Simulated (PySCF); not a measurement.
Species: ethynethiol, C2H2S.
Numbering: `[CH:1]#[C:2][SH:3]` (hydrogens: H4 on C1; H5 on S3)

Computed with PySCF at PBE0/pcSseg-1 and wB97X-D/def2-SVPD, non-relativistic, on one gas-phase PBE0-D3(BJ)/def2-SVP geometry that isn't relaxed in the solvent. The solvent is an IEF-PCM continuum (van der Waals radii × 1.2). Specific hydrogen bonds and non-electrostatic terms are outside this model.

Gas phase at PBE0/pcSseg-1: HOMO -6.99 eV, LUMO -0.27 eV, dipole 1.05 D.

**Question.** What does the continuum do to the energy, the frontier levels and the dipole at PBE0/pcSseg-1 in chloroform?

**Answer.** 
```tsv
solvent	ε	E(solvent) − E(gas) (kcal/mol)	polarisation term (kcal/mol)	distortion of the solute (kcal/mol)	HOMO (eV)	LUMO (eV)	dipole (D)
chloroform	4.711	-3.04	-3.34	0.30	-7.01	-0.11	1.28
```

Polarisation term: ½ Σ q·V over the induced surface charges. Distortion: the rise of the solute's own energy as its density leaves the gas-phase optimum.

**Question.** Which radius a makes the point-dipole formula ΔE = −[(ε − 1)/(2ε + 1)]·μ²/a³ give the value in chloroform, with the gas-phase dipole?

**Answer.** μ = 0.412 au and |ΔE| = 0.00485 Eh give a = 1.23 Å; the farthest nucleus lies 2.32 Å from the centroid of the nuclei, so such a sphere wouldn't even hold the nuclei. The formula assumes a rigid point dipole at the centre of a sphere.

**Question.** Which ESP-fitted charges (PBE0/pcSseg-1) respond most in chloroform (means over atoms taken as equivalent)?

**Answer.** 
| atoms | environment | gas (e) | solvent (e) | change |
| --- | --- | --- | --- | --- |
| H5 | S–H hydrogen | +0.195 | +0.231 | +0.036 |
| C2 | alkyne carbon | -0.040 | -0.068 | -0.028 |
| S3 | thiol sulfur | -0.089 | -0.106 | -0.017 |
| H4 | alkyne hydrogen | +0.294 | +0.309 | +0.015 |
| C1 | terminal alkyne carbon | -0.360 | -0.366 | -0.006 |

Gas phase at wB97X-D/def2-SVPD: HOMO -8.83 eV, LUMO 1.38 eV, dipole 0.87 D.

**Question.** What does the continuum do to the energy, the frontier levels and the dipole at wB97X-D/def2-SVPD in chloroform?

**Answer.** 
```tsv
solvent	ε	E(solvent) − E(gas) (kcal/mol)	polarisation term (kcal/mol)	distortion of the solute (kcal/mol)	HOMO (eV)	LUMO (eV)	dipole (D)
chloroform	4.711	-2.74	-3.03	0.29	-8.84	1.53	1.11
```

**Question.** How does the static polarisability (wB97X-D/def2-SVPD, frozen core, with the continuum's full static response) change?

**Answer.** 
| medium | isotropic (au) | principal values (au) | ⟨r²⟩ of the electrons (bohr²) |
| --- | --- | --- | --- |
| gas | 44.0 | 32.9, 33.8, 65.2 | 240.1 |
| chloroform | 54.7 | 40.8, 41.5, 81.7 | 239.6 |

The isotropic value in chloroform is 1.24 times the gas-phase one; no cavity-field correction is applied. ⟨r²⟩ is taken about the centre of nuclear charge.

wB97X-D is run here without its empirical dispersion term; that term would change no orbital, density or response property at a fixed geometry.
